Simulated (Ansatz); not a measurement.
Strength of the O–C bond: C4H6O → C3H3O + CH3

Species: C4H6O (methyl propargyl ether) `C#CCOC`, singlet; C3H3O `C#CC[O]`, doublet; CH3 (methyl radical) `[CH3]`, doublet. 

Shapes, held fixed at every level: PBE0-D4/def2-TZVP. Flexible molecules stand in one conformer, not always the lowest. Programs: Ansatz 0.2.0. The zero-point and thermal change to 298 K, harmonic and unscaled (PBE0-D4/def2-TZVP), is -27.5 kJ/mol.

**Question.** Estimate ΔH(298 K) of this reaction.

**Answer.** The highest level, CCSD(T)/CBS estimate, gives ΔH(298 K) = +355.4 kJ/mol; the levels span +190.4 to +381.0. The column of differences is taken from that level and isn't an error. Hartree–Fock misses the correlation of the pair that is broken and comes out low. No measured value is set beside it here. Open shells run unrestricted unless RO is named. The CBS estimate extrapolates MP2 from def2-TZVPP and def2-QZVPP and adds CCSD(T) − MP2 in the triple-zeta set, cores frozen.

| level | kind | ΔH(298 K) (kJ/mol) | less CCSD(T)/CBS estimate |
| --- | --- | --- | --- |
| HF/def2-SVP | Hartree–Fock | +199.6 | -155.8 |
| HF/def2-TZVPP | Hartree–Fock | +190.4 | -165.0 |
| PBE0-D4/def2-TZVPP | global hybrid | +333.2 | -22.2 |
| B2PLYP/def2-TZVPP | double hybrid | +334.0 | -21.4 |
| MP2/def2-TZVPP | perturbation theory | +381.0 | +25.6 |
| CCSD(T)/def2-SVP | coupled cluster or CI | +338.3 | -17.1 |
| CCSD(T)/CBS estimate | coupled cluster or CI | +355.4 | 0.0 |
